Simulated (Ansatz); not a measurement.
System (SMILES): O (H2O).
Atoms: O1, H2, H3. Bonds: O1-H2, O1-H3.

Basis-set convergence of the lowest harmonic wavenumber at MP2 with Ansatz (a program for electronic structure). Each level at its own minimum, finite differences of forces, unscaled; the reference is a large set that could be run, not a limit. All functions are spherical. Cores are frozen. No added dispersion term, no relativity. Reference: the value in aug-cc-pVQZ, 1632 cm⁻¹, itself unsure by roughly 6 cm⁻¹ (its mean distance from def2-QZVPP, cc-pVQZ, aug-cc-pVTZ). Deviations are taken from unrounded values.

```json
[
 {"basis": "cc-pVDZ", "functions": "24", "lowest harmonic wavenumber (cm⁻¹)": "1678"},
 {"basis": "aug-cc-pVDZ", "functions": "41", "lowest harmonic wavenumber (cm⁻¹)": "1622"},
 {"basis": "6-311G**", "functions": "30", "lowest harmonic wavenumber (cm⁻¹)": "1667"},
 {"basis": "6-311+G**", "functions": "34", "lowest harmonic wavenumber (cm⁻¹)": "1628"},
 {"basis": "cc-pVTZ", "functions": "58", "lowest harmonic wavenumber (cm⁻¹)": "1652"},
 {"basis": "aug-cc-pVTZ", "functions": "92", "lowest harmonic wavenumber (cm⁻¹)": "1628"},
 {"basis": "def2-TZVPP", "functions": "59", "lowest harmonic wavenumber (cm⁻¹)": "1647"},
 {"basis": "def2-TZVPPD", "functions": "74", "lowest harmonic wavenumber (cm⁻¹)": "1636"},
 {"basis": "cc-pVQZ", "functions": "115", "lowest harmonic wavenumber (cm⁻¹)": "1643"},
 {"basis": "aug-cc-pVQZ", "functions": "172", "lowest harmonic wavenumber (cm⁻¹)": "1632"}
]
```

What the diffuse functions change, pair by pair:
- cc-pVDZ to aug-cc-pVDZ: 17 more functions, deviation 45 to -10 cm⁻¹
- 6-311G** to 6-311+G**: 4 more functions, deviation 35 to -4 cm⁻¹
- cc-pVTZ to aug-cc-pVTZ: 34 more functions, deviation 20 to -4 cm⁻¹
- def2-TZVPP to def2-TZVPPD: 15 more functions, deviation 14 to 4 cm⁻¹
- cc-pVQZ to aug-cc-pVQZ: 57 more functions, deviation 10 to 0 cm⁻¹

Leaving out the reference's own pair, they bring the value nearer the reference by more than 6 cm⁻¹ in 4 of 4 pairs.
